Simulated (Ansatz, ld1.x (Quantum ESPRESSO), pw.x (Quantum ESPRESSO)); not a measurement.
# What a changed setting does to a pw.x run (bcc Ta)

Potential: norm-conserving Troullier–Martins (Kleinman–Bylander form), ld1.x (Quantum ESPRESSO) 7.5, PBE; core [Xe] 4f14, reference 5d3 6s2 6p0; waves: 6p (bound, empty): rc 3.95 bohr; 5d (bound): rc 2.45 bohr; 6s (bound): rc 2.10 bohr; local part: the s channel; core correction: a·sin(br)/r model core, default radius (core density twice the valence density).

The reference run (k-mesh 14³, cutoffs 60/240 Ry, Fermi–Dirac 0.01 Ry, mixing_beta 0.4, conv_thr 1e-9, no spin) gives 2.64 GPa at 18.192 Å³/atom, where all-electron LAPW gives 1.22 GPa. This run, with its own iteration cap, changes smearing to mp.

```
&control
  calculation='scf', prefix='x', pseudo_dir='./', outdir='./tmp', tstress=.true., disk_io='none'
/
&system
  ibrav=0, nat=1, ntyp=1, ecutwfc=60, ecutrho=240, nbnd=9,
  occupations='smearing', smearing='mp', degauss=0.01
/
&electrons
  conv_thr=1e-09, mixing_beta=0.4, electron_maxstep=60
/
ATOMIC_SPECIES
Ta 1.0 Ta.UPF
CELL_PARAMETERS angstrom
  -1.65681297 1.65681297 1.65681297
  1.65681297 -1.65681297 1.65681297
  1.65681297 1.65681297 -1.65681297
ATOMIC_POSITIONS crystal
Ta 0.0000 0.0000 0.0000
K_POINTS automatic
14 14 14 0 0 0
```

```bash
pw.x < Ta.scf.in > Ta.scf.out
```

How does the run end?

It converges in 7 iterations; the free energy moves by +34.2 meV/atom and the pressure by -0.42 GPa. This scheme is built to cancel the term in the square of the width that Fermi–Dirac smearing leaves in the F of a metal.

```
Message from routine setup:
     using ibrav=0 with symmetry is DISCOURAGED, use correct ibrav instead
     lattice parameter (alat)  =       5.4229  a.u.
     unit-cell volume          =     122.7657 (a.u.)^3
     number of electrons       =         5.00
     number of Kohn-Sham states=            9
     kinetic-energy cutoff     =      60.0000  Ry
     charge density cutoff     =     240.0000  Ry
     scf convergence threshold =      1.0E-09
     Exchange-correlation= PBE
     number of k points=   104  Methfessel-Paxton smearing, width (Ry)=  0.0100
     iteration #  1     ecut=    60.00 Ry     beta= 0.40
     total energy              =     -16.76412048 Ry
     estimated scf accuracy    <       0.02559222 Ry
     iteration #  2     ecut=    60.00 Ry     beta= 0.40
     total energy              =     -16.76257158 Ry
     estimated scf accuracy    <       0.00492274 Ry
     iteration #  3     ecut=    60.00 Ry     beta= 0.40
     total energy              =     -16.76334528 Ry
     estimated scf accuracy    <       0.00004603 Ry
     iteration #  4     ecut=    60.00 Ry     beta= 0.40
     total energy              =     -16.76335544 Ry
     estimated scf accuracy    <       0.00000392 Ry
     iteration #  5     ecut=    60.00 Ry     beta= 0.40
     total energy              =     -16.76335566 Ry
     estimated scf accuracy    <       0.00000002 Ry
     iteration #  6     ecut=    60.00 Ry     beta= 0.40
     total energy              =     -16.76335567 Ry
     estimated scf accuracy    <          5.7E-09 Ry
     iteration #  7     ecut=    60.00 Ry     beta= 0.40
     the Fermi energy is    11.7928 ev
!    total energy              =     -16.76335568 Ry
     estimated scf accuracy    <          2.3E-11 Ry
     smearing contrib. (-TS)   =       0.00011102 Ry
     The total energy is F=E-TS. E is the sum of the following terms:
     one-electron contribution =       8.28820704 Ry
     hartree contribution      =       0.04472763 Ry
     xc contribution           =     -10.56700486 Ry
     ewald contribution        =     -14.52939651 Ry
     convergence has been achieved in   7 iterations
          total   stress  (Ry/bohr**3)                   (kbar)     P=       22.19
     Message from routine punch:
     Nothing written, as per user request (disk_io='none')
```

The run took about 12 s on one core of a shared host (Neoverse-V1, 32 threads, 247 GiB, load 22).
